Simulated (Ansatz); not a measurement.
# A ladder of methods for PH (SMILES [PH])

PH has 2 atoms, charge 0, and is taken as a triplet. As SMILES, `[PH]`. The coordinates come from a PBE0-D4/def2-TZVP relaxation.

```xyz
2

P     0.0000    0.0000   -0.0146
H     0.0000    0.0000    1.4137
```

Each level gives the energy change with the P1–H2 bond stretched from 1.428 to 3.498 Å (eV). The values are calculated.

| level | kind | program | value (eV) | less FCI/cc-pVDZ | CPU time (all runs) |
| --- | --- | --- | --- | --- | --- |
| UHF/cc-pVDZ | Hartree–Fock | Ansatz | 2.11 | -0.65 | 0.44 s |
| U-revPBE/cc-pVDZ | GGA | Ansatz | 3.07 | +0.31 | 1.7 s |
| UBHLYP/cc-pVDZ | global hybrid | Ansatz | 3.11 | +0.35 | 1.8 s |
| U-wB97M-V/cc-pVDZ | range-separated hybrid | Ansatz | 3.19 | +0.43 | 18 s |
| U-wB97X/cc-pVDZ | range-separated hybrid | Ansatz | 3.18 | +0.42 | 8.2 s |
| UB2PLYP/cc-pVDZ | double hybrid | Ansatz | 3.02 | +0.26 | 2.8 s |
| RPA@PBE/cc-pVDZ | RPA | Ansatz | 2.93 | +0.17 | 4.5 s |
| UCCSDT(Q)/cc-pVDZ | coupled cluster or CI | Ansatz | 2.76 | 0.00 | 3.5 s |
| FCI/3-21G | exact in the basis | Ansatz | 2.19 | -0.57 | 0.94 s |
| FCI/cc-pVDZ | exact in the basis | Ansatz | 2.76 | 0.00 | 2.1 s |

FCI/cc-pVDZ is exact within its basis and frozen core, so for wave-function methods in that basis the difference is their error; functionals converge differently with the basis, so for them it is only a difference. The first shape isn't each level's own minimum. The values span 2.11 to 3.19 eV. Spin contamination of the reference (⟨S²⟩ at least 0.1 too high) touches UHF/cc-pVDZ, U-revPBE/cc-pVDZ, UBHLYP/cc-pVDZ, U-wB97M-V/cc-pVDZ, U-wB97X/cc-pVDZ, UB2PLYP/cc-pVDZ, RPA@PBE/cc-pVDZ, UCCSDT(Q)/cc-pVDZ. High-level rows in very small sets aren't better than simpler rows in larger ones. Times are those of the runs behind each value, whatever else they computed, on shared processors of several kinds: orders of magnitude only.
